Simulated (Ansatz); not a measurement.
Working through harmonic frequencies at the relaxed geometry of AlH (charge +1)

With Ansatz 0.2.0, Python API.

The cells in order, each with its output:

**Cell 1**
```python
import itertools

import ansatz as az
from ase.data import atomic_numbers, covalent_radii
import numpy as np
```

**Cell 2**
```python
GEOMETRY = '''
Al    0.00000    0.00000    0.00000
H     0.00000    0.00000    1.61500
'''
```

**Cell 3**
```python
system = az.Crystal.molecule()
for line in GEOMETRY.strip().splitlines():
    symbol, *xyz = line.split()
    system = system.atom(symbol, [float(v) for v in xyz])
```

**Cell 4**
```python
calculation = (
    system.calculation()
    .basis(gaussian='def2-SVP')
    .functional('PBE0')
    .charge(1)
    .spin('collinear', total=1)
)
symbols = [site.symbol for site in system.cartesian_sites]
start = np.array([site.position_ang for site in system.cartesian_sites], dtype=float)
report = calculation.relax(force_tolerance=0.003).run(threads=1).report
end = np.array(report['positions_ang'])
```

**Cell 5**
```python
# pairs closer than 1.2 times the sum of covalent radii, before or after
radius = [covalent_radii[atomic_numbers[s]] for s in symbols]
span = lambda where, i, j: np.linalg.norm(where[i] - where[j])
bonded = [(i, j) for i, j in itertools.combinations(range(len(symbols)), 2) if min(span(start, i, j), span(end, i, j)) < 1.2 * (radius[i] + radius[j])]
print('pair        before    after (A)')
for i, j in bonded:
    print(f'{symbols[i]}{i}-{symbols[j]}{j}'.ljust(10), f'{span(start, i, j):8.4f} {span(end, i, j):8.4f}')
```
Output:
```text
pair        before    after (A)
Al0-H1       1.6150   1.6227
```

**Cell 6**
```python
# frequencies need a stationary point, so they are taken at the relaxed geometry
minimum = az.Crystal.molecule()
for symbol, place in zip(symbols, end):
    minimum = minimum.atom(symbol, place.tolist())
vibrating = (
    minimum.calculation()
    .basis(gaussian='def2-SVP')
    .functional('PBE0')
    .charge(1)
    .spin('collinear', total=1)
    .phonons(temperatures=(298.15, 498.15, 100))
)
vib = vibrating.run(threads=1).report['vibrations']
sums = vib['harmonic_sums']
modes = [m['omega_inv_cm'] for m in sums['modes_at_gamma'] if m['rigid_motion'] == 'no']
for number, w in enumerate(modes, start=1):
    print(f'mode {number:2d} {w:9.1f} 1/cm {w / 8065.544 * 1000:8.2f} meV')
print('imaginary modes:', sum(w < 0 for w in modes), ' zero-point energy:', round(sums['zero_point_energy_ev'], 4), 'eV')
print('T (K)   F_vib (eV)   S_vib (meV/K)   C_vib (meV/K)')
for row in zip(sums['temperatures_k'], sums['vibrational_free_energy_ev'], vib['entropy_ev_per_k'], vib['heat_capacity_ev_per_k']):
    print(f'{row[0]:6.1f} {row[1]:11.4f} {1000 * row[2]:13.4f} {1000 * row[3]:15.4f}')
```
Output:
```text
mode  1    1675.2 1/cm   207.70 meV
imaginary modes: 0  zero-point energy: 0.1039 eV
T (K)   F_vib (eV)   S_vib (meV/K)   C_vib (meV/K)
 298.1      0.1038        0.0002          0.0017
 398.1      0.1038        0.0014          0.0075
 498.1      0.1035        0.0040          0.0162
```

**Cell 7**
```python
# all hydrogen replaced by deuterium
heavier = vibrating.phonons(masses={'H': 2.014102}).run(threads=1).report['vibrations']['harmonic_sums']
print('deuterated (1/cm):', ' '.join(f'{m["omega_inv_cm"]:.0f}' for m in heavier['modes_at_gamma'] if m['rigid_motion'] == 'no'))
print('zero-point energy falls by', round(sums['zero_point_energy_ev'] - heavier['zero_point_energy_ev'], 4), 'eV')
```
Output:
```text
deuterated (1/cm): 1206
zero-point energy falls by 0.0291 eV
```

The frequencies are harmonic and unscaled, in a modest basis. The result belongs to the one conformer reached from this start, and soft torsions count as harmonic oscillators. The species is open-shell (spin multiplicity 2). Timing: 4.4 s on 1 thread of Intel(R) Xeon(R) 6975P-C (Granite Rapids), on a shared host, peak memory 0.18 GiB.

(Lines on the test bed's own set-up are left out of the output.)
